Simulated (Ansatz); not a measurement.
## H2Al–As: how the atomization moves with the basis

H2Al–As, triplet; coordinates (Å): Al 0.000 0.000 1.740; As 0.000 0.000 -0.695; H 0.000 1.376 2.534; H 0.000 -1.376 2.534. Quantity: atomization.

Ansatz 0.2.0, basis cc-pVDZ or cc-pVTZ; geometries are PBE0/def2-TZVP minima. Wave-function levels freeze the cores with the filled d shells of p-block atoms; HF, MP2 and coupled cluster are restricted for singlets and unrestricted otherwise, atoms included (their steps beyond CCSDT(Q) come from restricted open-shell runs), restricted open-shell where a d shell is frozen, Kohn–Sham unrestricted where that lies lower. The reference is CCSDT(Q) or CCSDTQ (coupled cluster only where its series has nearly closed). Semilocal and hybrid functionals correlate all electrons outside any core potential and usually lie nearer their basis limit than the reference, so part of their error here is the reference's basis and frozen-core error; RPA and the MP2 part of double hybrids freeze the same cores as the reference. None of these values is a measured one. Energies are electronic, without zero-point terms. No spin–orbit coupling and no scalar relativity. The species are chosen: bound, without strong static correlation by their natural occupations or amplitudes, in their lowest spin state as far as vertical gaps and like structures tell, and with a ladder that closes on the reference, so errors are smaller than for species at large; levels whose determinant breaks symmetry or spin markedly are left out.

| level | cc-pVDZ (kJ/mol) | cc-pVTZ (kJ/mol) |
| --- | --- | --- |
| reference | 670.4 (CCSDTQ) | 731.6 (CCSDT(Q)) |
| CCSD(T) | 669.1 | 730.8 |
| CCSDT | 670.0 | 731.1 |
| PBE | 732.8 | 746.9 |
| r2SCAN | 754.7 | 770.4 |
| PBE0 | 730.3 | 745.3 |
| B3LYP | 743.1 | 759.7 |
| wB97M-V | 755.4 | 762.8 |

From cc-pVDZ to cc-pVTZ the reference moves by 61.2 kJ/mol and PBE by 14.1; the step from CCSD(T) to the reference is 1.3 in the first and 0.9 in the last.
